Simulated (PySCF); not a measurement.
Atoms are numbered as in `[F:1][CH:2]([F:3])[CH2:4][SH:5]`; H(Xn) means a hydrogen on atom n.

Geometry: PBE0-D3(BJ)/def2-SVP; GIAO shifts from PySCF, gas phase, non-relativistic, averaged over equivalent atoms.

At B97-2/pcSseg-2 (243 basis functions, 20 s wall time on 1 thread of an Arm Neoverse V1, shared host):
```
atoms  δ (ppm)
F1/F3   -137.5
   C2    117.5
   C4     35.4
   S5   -132.2
H(C2)     5.90
H(C4)     2.68
H(S5)     1.97
```

References, each an isolated molecule treated in the same way: 19F (177.41 ppm) vs CFCl3; 13C (183.46 ppm), 1H (31.36 ppm) vs TMS; CS2 for 33S (507.25 ppm).

Problem. What do these become at WP04/pcSseg-2?

Solution. 
```tsv
atoms	δ at WP04/pcSseg-2	change
F1/F3	-135.6	+1.9
C2	122.4	+4.9
C4	38.2	+2.8
S5	-95.6	+36.6
H(C2)	5.85	-0.05
H(C4)	2.64	-0.04
H(S5)	1.81	-0.16
```

Scale: 19F (σ = 177.34 ppm) against CFCl3; 13C (σ = 172.10 ppm) and 1H (σ = 31.61 ppm) against TMS; 33S (σ = 468.55 ppm) against CS2 (reference shieldings calculated alike).

The largest change is at S5 (thiol sulfur). Cost: 243 basis functions, 21 s wall time on 1 thread of an Arm Neoverse V1, shared host.

Unscaled 19F shifts against computed CFCl3 carry errors that often reach 10 to 50 ppm.
